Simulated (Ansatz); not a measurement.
Ansatz (a program for electronic structure) input:

Ansatz 0.2 input:
```yaml
crystal:
  periodic: [false, false, false]
  atoms:
    - {symbol: C, position_ang: [0.04331652, 0.08857560, -0.05016834]}
    - {symbol: O, position_ang: [0.28420037, 1.16326135, -0.56413326]}
    - {symbol: O, position_ang: [-1.17571396, -0.20940703, 0.47575220]}
    - {symbol: H, position_ang: [-1.73368907, 0.57233750, 0.34585940]}
    - {symbol: C, position_ang: [0.98613656, -0.99360220, 0.07293969]}
    - {symbol: H, position_ang: [0.70810696, -1.92539382, 0.54158403]}
    - {symbol: H, position_ang: [1.98097231, -0.84761866, -0.31702305]}
basis:
  gaussian:
    orbitals: def2-TZVPD
hamiltonian:
  xc: {name: LC-wPBE}
magnetization: {spin_polarized: true, initial_magnetization: 1}
output: {forces: true}
```

Q: Which total energy does the run end on?

A: -228.37997 Eh (LC-wPBE/def2-TZVPD). The basis has 181 functions.

It need not be the lowest isomer of its formula.
